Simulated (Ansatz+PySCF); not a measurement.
## singlet PN: levels of theory in one basis

```tsv
atom	x (Å)	y (Å)	z (Å)
P	0.0000	0.0000	-0.4737
N	0.0000	0.0000	1.0150
```

Basis set: def2-SVP (spherical functions). Left uncorrelated: 6 orbitals. Charge 0, multiplicity 1.

Computed with Ansatz (development build ahead of 0.2.0); each method stands on the lowest determinant of its kind that the runs found. NEVPT2 correlates all electrons. Active spaces start from the frontier orbitals, and the lowest solution found is given.

| method | E − E(RHF) (eV) | <S²> of the determinant |
| --- | --- | --- |
| RHF | 0.00 | 0.00 |
| UHF | -0.33 | 0.73 |
| RHF-MP2 | -7.90 | – |
| UHF-MP2 | -6.45 | 0.73 |
| RHF-CCSD | -7.94 | – |
| UHF-CCSD | -7.92 | 0.73 |
| RHF-CCSD(T) | -8.37 | – |
| UHF-CCSD(T) | -8.31 | 0.73 |
| RHF-CCSDT(Q) | -8.44 | – |
| UHF-CCSDT(Q) | -8.44 | 0.73 |
| CASSCF(10,8) | -3.77 | – |
| CASSCF(2,2) | -0.90 | – |
| SC-NEVPT2(10,8) | -7.77 | – |

What does SC-NEVPT2(2,2) give on the same scale?

-8.04 eV. NEVPT2 here correlates all electrons, so it doesn't share the others' frozen core.

Is a single determinant a sound starting point here?

It is doubtful. Unrestricted orbitals lower Hartree–Fock by 0.33 eV and <S²> is 0.73 where a pure state has 0.00, a sign of strong static correlation. The CASSCF(10,8) natural occupations are 2.00, 1.99, 1.97, 1.92, 1.92, 0.09, 0.09, 0.03. The CASSCF(2,2) natural occupations are 1.89, 0.11.

Caution for RHF, RHF-MP2, RHF-CCSD, RHF-CCSD(T), RHF-CCSDT(Q): an unrestricted determinant lies well below. Caution for UHF, UHF-MP2, UHF-CCSD, UHF-CCSD(T), UHF-CCSDT(Q): the unrestricted determinant is spin contaminated. Caution for UHF-MP2, UHF-CCSD, UHF-CCSD(T), UHF-CCSDT(Q): a plain start can end on a higher determinant. Caution for UHF-MP2, UHF-CCSD(T): another reference gives a lower total.
